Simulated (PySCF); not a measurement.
Choosing a molecule for a target property.

Species are written as SMILES; each is one conformer at its optimised geometry, gas phase, non-relativistic unless stated. Electronic properties by PySCF.

Dipoles, sizes and rotational constants follow the conformer. The torsions of the flexible species, by atom-mapped SMILES:
- `[SiH3:1]/[CH:2]=[P:3]/[N:4]([SiH3:5])[SiH3:6]`: C2–P3–N4–Si5 -164°
- `[N:1]#[C:2][SiH2:3][SiH2:4][C@H:5]([F:6])[SiH3:7]`: C2–Si3–Si4–C5 90°, Si3–Si4–C5–F6 54°
- `[H]/[N:4]=[CH:3]\[C:2]([CH3:1])=[CH:5]\[Cl:6]`: C1–C2–C3–N4 0°
- `[CH2:1]=[C:2]([CH3:3])[SiH:4]([OH:5])[OH:6]`: C1–C2–Si4–O5 -10°, H–O5–Si4–C2 55°, H–O6–Si4–C2 153°
- `[CH3:1][N:2]([CH3:3])[CH2:4]/[P:5]=[CH:6]/[F:7]`: C1–N2–C4–P5 -63°, N2–C4–P5–C6 138°
- `[CH3:1][SiH2:2][O:3][C:4]([CH3:5])=[O:6]`: C1–Si2–O3–C4 -65°, Si2–O3–C4–C5 180°
- `[CH3:1][P@H:2](=[S:3])[CH2:4][C:5]([F:6])([F:7])[F:8]`: C1–P2–C4–C5 -47°, P2–C4–C5–F6 -42°
- `[CH3:1][CH2:2][O:3][C:4](=[O:5])[SiH3:6]`: C1–C2–O3–C4 84°, C2–O3–C4–O5 1°

(1) Wanted: smallest rotational constant below 0.66 GHz (GFN2-xTB) and dipole moment above 1 D (CAM-B3LYP/def2-SVPD), at GFN2-xTB geometries. Which candidate meets both?
A. `C=C(C)[SiH](O)O`
B. `CN(C)C/P=C/F`
C. `N#C[SiH2][SiH2][C@H](F)[SiH3]`
D. `Cl[Si]Cl` [singlet]
E. `P(=C\[SiH3])/N([SiH3])[SiH3]`
F. `[H]/N=C\C(C)=C\Cl`

(2) Wanted: HOMO energy above -8.6 eV (CAM-B3LYP/def2-SVPD) and lowest singlet excitation above 5.5 eV (TDDFT CAM-B3LYP/def2-SVPD), at GFN2-xTB geometries. Which candidate meets both?
A. `C[SiH2]OC(C)=O`
B. `C[P@H](=S)CC(F)(F)F`
C. `N#C[SiH2][SiH2][C@H](F)[SiH3]`
D. `CCOC(=O)[SiH3]`
E. `C=C(C)[SiH](O)O`
F. `[SiH3]/C=P/N([SiH3])[SiH3]`
G. `Cl[Si]Cl` [singlet]

(3) Wanted: electronic spatial extent ⟨r²⟩ about the centre of nuclear charge between 800 bohr² and 1200 bohr² (CAM-B3LYP/def2-SVPD) and HOMO–LUMO gap above 9.4 eV (CAM-B3LYP/def2-SVPD), at GFN2-xTB geometries. Which candidate meets both?
A. `C[P@H](=S)CC(F)(F)F`
B. `Cl[Si]Cl` [singlet]
C. `[SiH2](C)OC(=O)C`
D. `N#C[SiH2][SiH2][C@H](F)[SiH3]`
E. `[H]/N=C\C(C)=C\Cl`
F. `[SiH3]/C=P/N([SiH3])[SiH3]`
G. `C=C(C)[SiH](O)O`

(4) Wanted: lowest triplet excitation (Tamm–Dancoff) above 5.7 eV (TDA CAM-B3LYP/def2-SVPD) and static isotropic polarisability above 80 au (CAM-B3LYP/def2-SVPD), at GFN2-xTB geometries. Which candidate meets both?
A. `CCOC(=O)[SiH3]`
B. `[H]/N=C\C(C)=C\Cl`
C. `[SiH3]/C=P/N([SiH3])[SiH3]`
D. `C[P@H](=S)CC(F)(F)F`
E. `C[SiH2]OC(C)=O`
F. `N#C[SiH2][SiH2][C@H](F)[SiH3]`
G. `Cl[Si]Cl` [singlet]

Results:

(1) E. Computed values:
| species | smallest rotational constant | dipole moment |
| --- | --- | --- |
| P(=C\[SiH3])/N([SiH3])[SiH3] | 0.602 GHz | 1.69 D |
| N#C[SiH2][SiH2][C@H](F)[SiH3] | 0.723 GHz | 3.31 D |
| CN(C)C/P=C/F | 0.942 GHz | 2.03 D |
| [H]/N=C\C(C)=C\Cl | 1.222 GHz | 1.42 D |
| C=C(C)[SiH](O)O | 1.620 GHz | 1.17 D |
| Cl[Si]Cl [singlet] | 2.411 GHz | 0.88 D |

(2) B. Computed values:
| species | HOMO energy | lowest singlet excitation |
| --- | --- | --- |
| N#C[SiH2][SiH2][C@H](F)[SiH3] | -9.94 eV | 6.88 eV |
| C[SiH2]OC(C)=O | -9.59 eV | 5.86 eV |
| CCOC(=O)[SiH3] | -9.18 eV | 5.12 eV |
| Cl[Si]Cl [singlet] | -9.04 eV | 3.90 eV |
| C=C(C)[SiH](O)O | -8.94 eV | 6.61 eV |
| C[P@H](=S)CC(F)(F)F | -8.20 eV | 5.97 eV |
| [SiH3]/C=P/N([SiH3])[SiH3] | -8.06 eV | 4.69 eV |

(3) C. Computed values:
| species | electronic spatial extent ⟨r²⟩ about the centre of nuclear charge | HOMO–LUMO gap |
| --- | --- | --- |
| Cl[Si]Cl [singlet] | 452 bohr² | 7.28 eV |
| C=C(C)[SiH](O)O | 785 bohr² | 9.65 eV |
| [SiH2](C)OC(=O)C | 847 bohr² | 10.66 eV |
| [H]/N=C\C(C)=C\Cl | 896 bohr² | 8.35 eV |
| C[P@H](=S)CC(F)(F)F | 1549 bohr² | 9.05 eV |
| N#C[SiH2][SiH2][C@H](F)[SiH3] | 1637 bohr² | 9.95 eV |
| [SiH3]/C=P/N([SiH3])[SiH3] | 1880 bohr² | 7.55 eV |

(4) F. Computed values:
| species | lowest triplet excitation (Tamm–Dancoff) | static isotropic polarisability |
| --- | --- | --- |
| Cl[Si]Cl [singlet] | 2.35 eV | 56.3 au |
| [SiH3]/C=P/N([SiH3])[SiH3] | 2.80 eV | 126.5 au |
| [H]/N=C\C(C)=C\Cl | 3.44 eV | 73.7 au |
| CCOC(=O)[SiH3] | 4.46 eV | 71.2 au |
| C[SiH2]OC(C)=O | 5.35 eV | 67.8 au |
| C[P@H](=S)CC(F)(F)F | 5.46 eV | 85.3 au |
| N#C[SiH2][SiH2][C@H](F)[SiH3] | 5.91 eV | 107.9 au |
